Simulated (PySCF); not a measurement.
Compounds:
1. SMILES C1(Cl)=NN(CC)N=C1, C4H6ClN3
2. `InChI=1S/C5H6F4O2/c6-4(5(7,8)9)3-10-1-2-11-4/h1-3H2/t4-/m0/s1`
3. SMILES c1ccccc1, C6H6
4. `CC(C)(C)[P@H](=O)C1CC1`, C7H15OP
5. SMILES CC(C)P1(=O)[C@@H](C)[C@@H]1C, C7H15OP
6. SMILES C=P(C)(C)COC, C5H13OP

One averaged value for each set of equivalent atoms, relativity neglected, no solvent, one computed conformer. Structure optimised with GFN2-xTB; σ from GIAO-PBE0/pcSseg-1; PySCF 2.14.

δ = σ(ref) − σ, references computed at the same level: TMS for 1H and 13C. Shifts are as computed. Against solution values, carbons near 30 ppm lie about +3 ppm off and those near 130 ppm about +5 ppm; carbons on Cl a further +6 ppm. Of 1211 compounds with measured shifts, 218 miss one by over three times the rms of a fit or turn the order of signals round; such compounds aren't used in these exercises. Carbons bonded to Cl come out too deshielded.

Problem. Which show a 13C signal between 100 and 160 ppm?

Solution. 1 (147.6, 137.2: aromatic carbon bearing chlorine, aromatic CH next to a ring nitrogen); 2 (129.5, 109.3: CF3 carbon, fully substituted sp3 carbon bonded to F and O); 3 (133.9: aromatic CH).

Problem. Which show a 1H signal between 6.5 and 9 ppm from a carbon-bound hydrogen?

Solution. 1 (7.44: hydrogen on an aromatic CH next to a ring nitrogen); 3 (7.66: hydrogen on an aromatic CH).

Problem. Which give exactly 7 13C signals?

Solution. 5 (δ 34.2, 31.2, 30.7, 19.4, 18.4, 16.5, 13.6).
